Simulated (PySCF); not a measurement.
Species: C5H9N.
Numbering: `[CH2:1]1[CH2:2][CH:3]1[C@H:4]1[CH2:5][NH:6]1` (hydrogens: H7, H8 on C1; H9, H10 on C2; H11 on C3; H12 on C4; H13, H14 on C5; H15 on N6)

Computed with PySCF, PBE0-D3(BJ)/def2-SVP geometry optimisation, gas phase.

Question: List the bond lengths, angles and torsions at this level.

Answer: 
```json
{"bond": "C1–C2", "length (bohr)": "2.832"}
{"bond": "C2–C3", "length (bohr)": "2.840"}
{"bond": "C3–C4", "length (bohr)": "2.819"}
{"bond": "C4–C5", "length (bohr)": "2.796"}
{"bond": "C5–N6", "length (bohr)": "2.749"}
{"bond": "C1–C3", "length (bohr)": "2.836"}
{"bond": "C4–N6", "length (bohr)": "2.747"}
{"bond": "C1–H7", "length (bohr)": "2.067"}
{"bond": "C1–H8", "length (bohr)": "2.065"}
{"bond": "C2–H9", "length (bohr)": "2.067"}
{"bond": "C2–H10", "length (bohr)": "2.065"}
{"bond": "C3–H11", "length (bohr)": "2.072"}
{"bond": "C4–H12", "length (bohr)": "2.076"}
{"bond": "C5–H13", "length (bohr)": "2.070"}
{"bond": "C5–H14", "length (bohr)": "2.072"}
{"bond": "N6–H15", "length (bohr)": "1.927"}
```

A selection of angles:
```json
{"angle": "C2–C1–C3", "degrees": "60.1"}
{"angle": "C2–C1–H7", "degrees": "118.0"}
{"angle": "C2–C1–H8", "degrees": "118.6"}
{"angle": "C3–C1–H7", "degrees": "117.5"}
{"angle": "C3–C1–H8", "degrees": "118.2"}
{"angle": "H7–C1–H8", "degrees": "114.1"}
{"angle": "C1–C2–C3", "degrees": "60.0"}
{"angle": "C1–C2–H9", "degrees": "117.9"}
{"angle": "C1–C2–H10", "degrees": "118.6"}
{"angle": "C3–C2–H9", "degrees": "117.3"}
{"angle": "C3–C2–H10", "degrees": "118.4"}
{"angle": "H9–C2–H10", "degrees": "114.2"}
{"angle": "C2–C3–C4", "degrees": "119.9"}
{"angle": "C2–C3–H11", "degrees": "116.4"}
{"angle": "C4–C3–H11", "degrees": "113.9"}
{"angle": "C1–C3–C2", "degrees": "59.9"}
{"angle": "C1–C3–C4", "degrees": "120.1"}
{"angle": "C1–C3–H11", "degrees": "116.4"}
{"angle": "C3–C4–C5", "degrees": "120.3"}
{"angle": "C3–C4–N6", "degrees": "120.5"}
{"angle": "C3–C4–H12", "degrees": "113.9"}
{"angle": "C5–C4–N6", "degrees": "59.5"}
{"angle": "C5–C4–H12", "degrees": "118.3"}
{"angle": "N6–C4–H12", "degrees": "113.8"}
{"angle": "C4–C5–N6", "degrees": "59.4"}
{"angle": "C4–C5–H13", "degrees": "120.7"}
{"angle": "C4–C5–H14", "degrees": "117.0"}
{"angle": "N6–C5–H13", "degrees": "115.7"}
{"angle": "N6–C5–H14", "degrees": "119.2"}
{"angle": "H13–C5–H14", "degrees": "114.1"}
{"angle": "C5–N6–H15", "degrees": "110.9"}
{"angle": "C4–N6–C5", "degrees": "61.2"}
{"angle": "C4–N6–H15", "degrees": "110.2"}
```

Dihedral angles: C1–C2–C3–C4 -110° (anticlinal); C2–C3–C4–C5 -171° (antiperiplanar); C3–C4–C5–N6 110° (anticlinal); C3–C4–N6–C5 -109° (anticlinal).

The 3-membered ring C1–C2–C3 has internal angles of 59.9° to 60.1°. The 5 C–C bonds span 1.479 Å (C4–C5, drawn single) to 1.503 Å (C2–C3, drawn single), a spread of 0.024 Å. The 3-membered ring C4–C5–N6 has internal angles of 59.4° to 61.2°. N6 (secondary amine nitrogen) is pyramidal (angles 110.9°, 110.2° and 61.2°, sum 282.3°, 0.61 Å off the plane of its three neighbours). Of the pairs four or more bonds apart, H11···H15 is among the closest relative to their van der Waals radii: 2.49 Å, 104 % of the sum of Bondi's values.

Point group: C1 (no symmetry element, even within 0.4 Å). Not checked by PBE0-D3(BJ)/def2-SVP frequencies. One conformer, not necessarily the lowest.
